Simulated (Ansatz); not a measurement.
Two structures of CH$_{10}$Si$_{2}$, singlet, reached by relaxing down either side of one saddle point (PBE0-D4/def2-TZVP). Energies are electronic, without zero-point energy. Computed with Ansatz 0.2.0 (basis: def2-TZVPP and def2-QZVPP); correlated methods freeze the cores. Extrapolation: Hartree–Fock as exp(−7.88 √X), correlation as X^−2.97. First:

Si1  (-1.238, -0.289, 1.185)
H2  (-1.411, -1.430, 0.247)
H3  (-2.091, -0.526, 2.382)
H4  (-1.698, 0.956, 0.514)
Si5  (1.000, -0.093, 1.833)
H6  (0.602, -0.628, -2.038)
C7  (0.191, 0.306, -2.420)
H8  (1.872, 0.142, 0.651)
H9  (1.447, -1.338, 2.513)
H10  (1.162, 1.047, 2.776)
H11  (0.523, 0.454, -3.447)
H12  (0.538, 1.135, -1.804)
H13  (-0.898, 0.263, -2.392)
(Å)

Second:

Si1  (-0.795, 0.715, 0.189)
H2  (0.110, -2.833, -0.252)
H3  (-1.878, -0.267, 0.478)
H4  (-1.321, 2.069, 0.520)
Si5  (1.026, 0.268, 1.591)
H6  (-0.526, -2.955, -0.623)
C7  (-0.310, 0.636, -1.622)
H8  (2.112, 1.262, 1.363)
H9  (1.583, -1.087, 1.320)
H10  (0.627, 0.331, 3.023)
H11  (0.066, -0.356, -1.880)
H12  (0.473, 1.365, -1.845)
H13  (-1.169, 0.853, -2.261)
(Å)

Question: Which bonds change from the first to the second?

Answer: Si₂H₆ ([SiH3][SiH3]) + CH₄ → CH₈Si₂ ([CH3][SiH2][SiH3]) + H₂; bonds formed: Si1–C7, H2–H6; bonds broken: Si1–H2, H6–C7.

Question: Give the saddle point's structure and its height above each. (To be estimated.)

Answer: By the calculation: 80.40 kcal/mol above the first and 72.98 kcal/mol above the second (CCSD(T) at an estimated basis limit (MP2 extrapolated from triple and quadruple zeta, plus CCSD(T) − MP2 in triple zeta)).
Si1  (-0.735, 0.035, 0.302)
H2  (-0.133, -1.532, -0.159)
H3  (-2.024, -0.644, 0.600)
H4  (-1.155, 1.499, 0.232)
Si5  (1.032, -0.065, 1.824)
H6  (-0.174, -0.773, -1.024)
C7  (-0.304, 0.319, -1.803)
H8  (2.294, -0.059, 1.031)
H9  (0.964, -1.338, 2.589)
H10  (1.073, 1.083, 2.774)
H11  (0.063, -0.347, -2.595)
H12  (0.397, 1.146, -1.692)
H13  (-1.297, 0.674, -2.078)
(Å)

T1 diagnostic: at most 0.013.

Labels in which every atom is bracketed show which atoms are joined, not bond orders.

For scale, one of the runs: CCSD(T)/def2-TZVPP, 255 basis functions, launched by `ansatz run in.yaml --threads 4 --pin off --events-out ev --progress --plain --max-ram 9574MiB`. Time: 90 s of wall clock on 4 CPU threads of an Arm Neoverse V1; the host was shared. Peak host memory: 5.3 GiB.
